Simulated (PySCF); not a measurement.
# C2H7Al (SMILES [CH3][AlH][CH3]) at 6 levels

Wanted: a comparison of 6 runs (B3LYP/def2-SVPD, BHLYP/def2-SVPD, M06-2X/def2-SVPD, M06-L/def2-SVPD, PBE/def2-SVPD, revPBE/def2-SVPD) of C2H7Al. The job is set up through a Python script.

The results are computed with PySCF 2.14.0.

## Step 1: Starting point

C2H7Al: 10 atoms, total charge 0, spin state singlet. As SMILES, `[CH3][AlH][CH3]`. One bond was lengthened or shortened from a relaxed shape.

Bond lengths: C1–Al2 1.954 Å, Al2–C3 1.954 Å, C1–H4 1.095 Å, C1–H5 1.092 Å, C1–H6 1.096 Å, Al2–H7 1.595 Å, C3–H8 1.093 Å, C3–H9 1.260 Å, C3–H10 1.096 Å. Some angles: C1–Al2–C3 121.2°, C1–Al2–H7 120.2°, C3–Al2–H7 118.5°, Al2–C1–H4 111.1°, Al2–C1–H5 113.4°, Al2–C1–H6 110.4°, Al2–C3–H8 113.4°, Al2–C3–H9 111.0°, Al2–C3–H10 110.5°, H4–C1–H5 108.0°.

## Step 2: A single-point energy at B3LYP/def2-SVPD (run 1)

File job.py:

```python
from pyscf import gto, dft

mol = gto.M(
    atom='''
C     -2.388251     2.037903    -1.419154
Al     0.854330     0.333748    -0.952581
C      1.623638    -1.500798     2.158097
H     -3.965983     0.733236    -1.112829
H     -2.611050     2.878642    -3.290928
H     -2.617286     3.549873    -0.021324
H      2.949847     0.441463    -3.115939
H      0.045905    -1.559379     3.489032
H      2.271262    -3.743358     1.689982
H      3.234440    -0.635114     3.130928
''',
    charge=0,
    max_memory=1860,
    verbose=3,
    basis='def2-svpd',
    spin=0,
    unit='bohr',
)

myscf = dft.RKS(mol)
myscf.xc = 'b3lyp'
myscf.conv_tol = 1e-10
myscf.grids.level = 5
myscf.kernel()
if not myscf.converged:
    myscf = myscf.newton().run(myscf.mo_coeff, myscf.mo_occ)

etot = myscf.e_tot
print('Final energy', etot)
```

The run is started by

```console
OMP_NUM_THREADS=1 python job.py
```

The program printed:

```text
converged SCF energy = -322.739736085708
Final energy -322.73973608570805
```

Wall time 26 s (1 thread of Intel Xeon at 2.70GHz, shared host); peak memory 0.66 GiB.

## Step 3: The energy at BHLYP/def2-SVPD (run 2)

File calc.py:

```python
from pyscf import gto, dft

system = gto.Mole()
system.atom = [
    ('C', (-1.263808, 1.078412, -0.750984)),
    ('Al', (0.452092, 0.176612, -0.504084)),
    ('C', (0.859192, -0.794188, 1.142016)),
    ('H', (-2.098708, 0.388012, -0.588884)),
    ('H', (-1.381708, 1.523312, -1.741484)),
    ('H', (-1.385008, 1.878512, -0.011284)),
    ('H', (1.560992, 0.233612, -1.648884)),
    ('H', (0.024292, -0.825188, 1.846316)),
    ('H', (1.201900, -1.980900, 0.894300)),
    ('H', (1.711592, -0.336088, 1.656816)),
]
system.basis = 'def2-svpd'
system.verbose = 4
system.spin = 0
system.max_memory = 1860
system.build()

ks = dft.RKS(system)
ks.xc = 'bhandhlyp'
ks.grids.level = 5
ks.conv_tol = 1e-10
ks.kernel()
if not ks.converged:
    ks = ks.newton().run(ks.mo_coeff, ks.mo_occ)

energy = ks.e_tot
print('E = %.10f Eh' % energy)
```

The run is started by

```console
OMP_NUM_THREADS=1 python calc.py
```

The program printed:

```text
PySCF version 2.14.0

[... 76 lines left out ...]
converged SCF energy = -322.655377430982
E = -322.6553774310 Eh
```

It took 26 s on 1 thread of Intel Xeon at 2.70GHz, shared host; peak memory 0.66 GiB.

Runs 3 to 5 aren't shown in full; the table further down has their settings and results.

## Step 4: The energy at revPBE/def2-SVPD (run 6)

File calc.py:

```python
from pyscf import gto, dft

molecule = gto.M(
    atom=[
    ('C', (-1.263808, 1.078412, -0.750984)),
    ('Al', (0.452092, 0.176612, -0.504084)),
    ('C', (0.859192, -0.794188, 1.142016)),
    ('H', (-2.098708, 0.388012, -0.588884)),
    ('H', (-1.381708, 1.523312, -1.741484)),
    ('H', (-1.385008, 1.878512, -0.011284)),
    ('H', (1.560992, 0.233612, -1.648884)),
    ('H', (0.024292, -0.825188, 1.846316)),
    ('H', (1.201900, -1.980900, 0.894300)),
    ('H', (1.711592, -0.336088, 1.656816)),
],
    max_memory=1860,
    charge=0,
    verbose=3,
    spin=0,
    basis='def2-svpd',
)

mf = dft.RKS(molecule, xc='revpbe')
mf.conv_tol = 1e-10
mf.grids.level = 5
mf.kernel()
if not mf.converged:
    mf = mf.newton().run(mf.mo_coeff, mf.mo_occ)

e_final = mf.e_tot
print(f'total energy: {e_final:.8f} hartree')
```

The run is started by

```console
OMP_NUM_THREADS=1 python calc.py
```

The program printed:

```text
converged SCF energy = -322.632060055489
total energy: -322.63206006 hartree
```

It took 29 s on 1 thread of Intel Xeon at 2.70GHz, shared host; peak memory 0.66 GiB.

## Step 5: Overview of the runs

```
run             level  energy (Eh)  dipole moment (D)  HOMO energy (eV)  LUMO energy (eV)  wall time
  1   B3LYP/def2-SVPD  -322.739736               0.69             -7.59             -1.08       26 s
  2   BHLYP/def2-SVPD  -322.655377               0.67             -8.99             -0.08       26 s
  3  M06-2X/def2-SVPD  -322.640405               0.68             -8.95             -0.32       43 s
  4   M06-L/def2-SVPD  -322.692952               0.63             -6.66             -1.07       52 s
  5     PBE/def2-SVPD  -322.446526               0.74             -6.54             -1.64       29 s
  6  revPBE/def2-SVPD  -322.632060               0.74             -6.50             -1.53       29 s
```

## Step 6: What came out

```
            quantity          value
 run 6: total energy  -322.63206 Eh
run 6: dipole moment         0.74 D
  run 6: HOMO energy       -6.50 eV
  run 6: LUMO energy       -1.53 eV
run 6: HOMO–LUMO gap        4.97 eV
```

**Reading.** The dipole moment (its size) runs from 0.63 D (M06-L/def2-SVPD) to 0.74 D (revPBE/def2-SVPD). The HOMO–LUMO gap runs from 4.90 eV (PBE/def2-SVPD) to 8.91 eV (BHLYP/def2-SVPD). Totals of different functionals can't be ranked against each other. All runs together took 3.4 min, the longest 52 s.
